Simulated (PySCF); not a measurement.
Species, as SMILES: [SiH2] (SiH2) (closed-shell singlet).
Geometry (B3LYP-D3(BJ)/def2-TZVP, fixed):
```xyz
3

Si     0.0052     0.0009     0.1327
H     -0.0342     1.0849    -0.9366
H     -0.0389    -1.0973    -0.9218
```

Basis-set convergence of the lowest singlet excitation energy at CAM-B3LYP with PySCF. Tamm-Dancoff approximation; the state is taken by its order, and sets in which it differs in degeneracy or brightness are left out, yet its character can still change. All functions are spherical. Density fitting with generated auxiliary sets. In sets without p functions on hydrogen, species with hydrogen take exact integrals. No added dispersion term, no relativity. Reference: the value in aug-pcseg-3, 2.446 eV, itself unsure by roughly 0.005 eV (its mean distance from aug-cc-pV(Q+d)Z, aug-pcseg-2, aug-cc-pV(T+d)Z). Deviations are taken from unrounded values. Cost is core time over that of 6-31G**, rough, on shared machines of one kind; a dash marks a row that isn't timed (too short, read off another run, short of memory, by another algorithm or on other hardware).

```json
[
 {"basis": "STO-3G", "functions": "11", "lowest singlet excitation energy (eV)": "3.472", "minus reference (eV)": "1.027", "cost": "-"},
 {"basis": "3-21G", "functions": "17", "lowest singlet excitation energy (eV)": "2.305", "minus reference (eV)": "-0.141", "cost": "-"},
 {"basis": "pcseg-0", "functions": "17", "lowest singlet excitation energy (eV)": "2.307", "minus reference (eV)": "-0.139", "cost": "-"},
 {"basis": "6-31G*", "functions": "22", "lowest singlet excitation energy (eV)": "2.467", "minus reference (eV)": "0.021", "cost": "-"},
 {"basis": "def2-SV(P)", "functions": "22", "lowest singlet excitation energy (eV)": "2.492", "minus reference (eV)": "0.046", "cost": "-"},
 {"basis": "6-31G**", "functions": "28", "lowest singlet excitation energy (eV)": "2.453", "minus reference (eV)": "0.007", "cost": "1×"},
 {"basis": "def2-SVPD", "functions": "40", "lowest singlet excitation energy (eV)": "2.448", "minus reference (eV)": "0.002", "cost": "0.7×"},
 {"basis": "aug-pcseg-1", "functions": "45", "lowest singlet excitation energy (eV)": "2.404", "minus reference (eV)": "-0.042", "cost": "1×"},
 {"basis": "def2-TZVP", "functions": "49", "lowest singlet excitation energy (eV)": "2.452", "minus reference (eV)": "0.006", "cost": "1×"},
 {"basis": "6-311++G(2d,2p)", "functions": "55", "lowest singlet excitation energy (eV)": "2.452", "minus reference (eV)": "0.006", "cost": "1×"},
 {"basis": "pcseg-2", "functions": "62", "lowest singlet excitation energy (eV)": "2.445", "minus reference (eV)": "0.000", "cost": "2×"},
 {"basis": "def2-TZVPP", "functions": "70", "lowest singlet excitation energy (eV)": "2.449", "minus reference (eV)": "0.004", "cost": "2×"},
 {"basis": "def2-TZVPPD", "functions": "82", "lowest singlet excitation energy (eV)": "2.449", "minus reference (eV)": "0.003", "cost": "3×"},
 {"basis": "aug-cc-pV(T+d)Z", "functions": "101", "lowest singlet excitation energy (eV)": "2.444", "minus reference (eV)": "-0.002", "cost": "5×"},
 {"basis": "def2-QZVPP", "functions": "130", "lowest singlet excitation energy (eV)": "2.446", "minus reference (eV)": "0.001", "cost": "6×"},
 {"basis": "pcseg-3", "functions": "130", "lowest singlet excitation energy (eV)": "2.449", "minus reference (eV)": "0.003", "cost": "5×"},
 {"basis": "def2-QZVPPD", "functions": "142", "lowest singlet excitation energy (eV)": "2.446", "minus reference (eV)": "0.000", "cost": "8×"},
 {"basis": "pcseg-4", "functions": "227", "lowest singlet excitation energy (eV)": "2.448", "minus reference (eV)": "0.002", "cost": "30×"}
]
```

The smallest set listed that lies within 0.1 eV of the reference with all its larger relatives (same family, alike in diffuse functions; a set with none counts only in the reference's own line) is 6-31G* (22 functions, 0.021 eV off), level with def2-SV(P). (Relatives not listed, tested too: def2-SVP 0.030, 6-311G** -0.005, def2-TZVPD 0.005, 6-311++G(3df,3pd) -0.004, aug-pcseg-2 -0.012, def2-QZVP 0.001, aug-cc-pV(Q+d)Z 0.002, aug-pcseg-3 0.000 eV.)
